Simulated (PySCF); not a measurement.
Process, species as SMILES: C(=N)=O + 4 [H][H] (H2) → C (CH4) + N (NH3) + O (H2O)
B3LYP-D3(BJ)/def2-TZVP geometries, fixed; electronic energies without zero-point terms.

Effect of the grid level at r2SCAN/aug-cc-pVTZ with PySCF, against the last row, where the energy of full hydrogenation is -74.43 kcal/mol. Cost is core time over that of grids.level: 0, rough, on shared machines of one kind.

| setting | grid points, largest species | largest shift of a total energy (mEh) | shift of the energy of full hydrogenation (kcal/mol) | cost |
|---|---|---|---|---|
| grids.level: 0 | 3568 | -17.391 | -8.862 | 1× |
| grids.level: 1 | 15072 | 0.489 | 0.034 | 1× |
| grids.level: 2 | 32696 | -0.136 | 0.000 | 2× |
| grids.level: 3 | 53352 | 0.013 | -0.006 | 3× |
| grids.level: 4 | 91440 | 0.007 | 0.001 | 4× |
| grids.level: 5 | 137144 | 0.002 | 0.001 | 5× |
| grids.level: 7 | 287184 | 0.000 | 0.000 | 9× |

Within 0.3 kcal/mol in the energy of full hydrogenation: grids.level: 1; grids.level: 2; grids.level: 3; grids.level: 4; grids.level: 5. The largest shift is 17.391 mEh in a total energy and 8.862 kcal/mol in the difference.
